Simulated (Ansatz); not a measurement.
Mulliken charges of BClH$_{3}$N, SMILES `NBCl` from r2SCAN/def2-TZVPP in Ansatz (PBE0-D4/def2-TZVP geometry).

```
atom   x (Å)   y (Å)   z (Å)  charge (e)
  N1  -0.396  -0.008  -0.658      -0.294
  B2   0.370  -0.159   0.484       0.156
 Cl3   0.530   1.189   1.616      -0.215
  H4  -0.512  -0.749  -1.327       0.186
  H5  -0.879   0.845  -0.888       0.178
  H6   0.929  -1.182   0.727      -0.012
```

By hand: the dipole of these point charges (1 e Å = 4.8032 D).

Σ q r = (-0.203, -0.253, -0.492) e Å, of length 0.589 e Å = 2.83 D.

How does the dipole of the full density compare? (Best estimate.)

Ansatz gave: (-0.245, -0.138, -0.486) e Å, 2.70 D; the point charges give 1.05 times that, at 12° from its direction.

Point charges leave out the atoms' own dipoles, such as those of lone pairs, and Mulliken's split depends on the basis, so the close match here is no proof of good charges.
